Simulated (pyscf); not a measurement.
Thermochemistry of product channels of `[CH3][Zn][SH]` + `[CH3]` [doublet] on the doublet surface, in kcal/mol, from CCSD(T)/def2-TZVPP + ΔMP2(QZVPP) energies (ideal gas, 1 atm, RRHO with modes under 100 cm⁻¹ raised to 100, one conformer, R ln 2 for chiral ones without a mode under 150 cm⁻¹). Optimised with ωB97X-D3(BJ)/def2-SVP in PySCF. Correlated levels are frozen-core, on RHF or UHF. ΔMP2 is the change of the MP2 total energy from the triple- to the quadruple-zeta basis.

```tsv
products	ΔE	ΔH(298 K)	ΔG(600 K)	ΔG(900 K)
`[CH3][Zn]` [doublet] + `[CH3][SH]`	[?]	+15.1	+16.7	+18.3
`[CH3][CH3]` + `[SH][Zn]` [doublet]	[?]	-13.7	-10.4	-7.8
```

Q: Some entries are withheld; supply them.

A: 
- `[CH3][Zn]` [doublet] + `[CH3][SH]`, ΔE: +12.2
- `[CH3][CH3]` + `[SH][Zn]` [doublet], ΔE: -18.2

These are energies of the channels, which say nothing of barriers. The CCSD(T) − MP2 part came from Ansatz, without density fitting, on the same reference. The frozen core leaves the outer d or s,p core shells of the metals and heavy elements correlated in the MP2 and CC values, and def2-TZVPP describes them poorly, which can shift differences by a few kcal/mol. Elements up to Kr have no core potential and no relativistic terms here.
